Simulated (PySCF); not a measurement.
Compound: 2-methyl-3-butyn-2-ol, C5H8O.
Atom-mapped SMILES: `[CH:1]#[C:2][C:3]([CH3:4])([CH3:5])[OH:6]` (hydrogens: H7 on C1; H8, H9, H10 on C4; H11, H12, H13 on C5; H14 on O6)

The same species was optimised twice, with GFN2-xTB and with PBE0-D3(BJ)/def2-SVP (PySCF), and the same property calculations (PySCF, gas phase) were run on both structures.

```tsv
coordinate	GFN2-xTB	PBE0-D3(BJ)/def2-SVP	change
C1≡C2 (Å)	1.197	1.211	+0.014
C2–C3 (Å)	1.464	1.477	+0.013
C3–O6 (Å)	1.422	1.415	-0.007
C3–C5 (Å)	1.531	1.525	-0.006
C3–C4 (Å)	1.537	1.531	-0.006
C1–C2–C3 (°)	176.7	178.2	+1.5
C5–C3–O6 (°)	106.7	105.8	-0.9
C2–C3–C5 (°)	109.5	110.2	+0.7
C2–C3–C4 (°)	108.8	109.3	+0.5
C2–C3–O6 (°)	110.3	110.0	-0.3
C4–C3–O6 (°)	110.6	110.3	-0.3
C4–C3–C5 (°)	110.9	111.1	+0.2
```

Rotational constants: A = 4783, B = 2801, C = 2744 MHz (GFN2-xTB) against A = 4829, B = 2771, C = 2703 MHz (PBE0-D3(BJ)/def2-SVP).

On the GFN2-xTB structure: HOMO (eV) -7.83 [PBE0/pcSseg-1]; LUMO (eV) 0.90 [PBE0/pcSseg-1]; dipole (D) 1.36 [PBE0/pcSseg-1]; GIAO shielding of C1 (ppm) 108.8 [PBE0/pcSseg-1]; GIAO shielding of C2 (ppm) 92.9 [PBE0/pcSseg-1]; GIAO shielding of C3 (ppm) 121.1 [PBE0/pcSseg-1]; GIAO shielding of C4/C5 (mean) (ppm) 153.6 [PBE0/pcSseg-1]; GIAO shielding of O6 (ppm) 237.1 [PBE0/pcSseg-1].

Q: What do these properties become on the PBE0-D3(BJ)/def2-SVP structure?

A: 
```
                                    property          level  on GFN2-xTB  on PBE0-D3(BJ)/def2-SVP  change
                                   HOMO (eV)  PBE0/pcSseg-1        -7.83                    -7.81   +0.02
                                   LUMO (eV)  PBE0/pcSseg-1         0.90                     0.80   -0.10
                                  dipole (D)  PBE0/pcSseg-1         1.36                     1.37   +0.01
energy, GFN2-xTB geometry as zero (kcal/mol)  PBE0/pcSseg-1          0.0                     -0.4    -0.4
                  GIAO shielding of C1 (ppm)  PBE0/pcSseg-1        108.8                    107.3    -1.5
                  GIAO shielding of C2 (ppm)  PBE0/pcSseg-1         92.9                     92.2    -0.7
                  GIAO shielding of C3 (ppm)  PBE0/pcSseg-1        121.1                    120.3    -0.8
        GIAO shielding of C4/C5 (mean) (ppm)  PBE0/pcSseg-1        153.6                    151.5    -2.1
                  GIAO shielding of O6 (ppm)  PBE0/pcSseg-1        237.1                    236.2    -0.9
```

The heavy atoms differ by 0.018 Å rms after alignment. Among bonds between heavy atoms C1≡C2 and C2–C3 change most and about equally (+0.013 to +0.014 Å). Changes are differences of the printed values. Neither structure is proved a minimum here.

The values belong to the conformer `[CH:1]#[C:2][C:3]([CH3:4])([CH3:5])[OH:6]`: H–O6–C3–C2 56°.
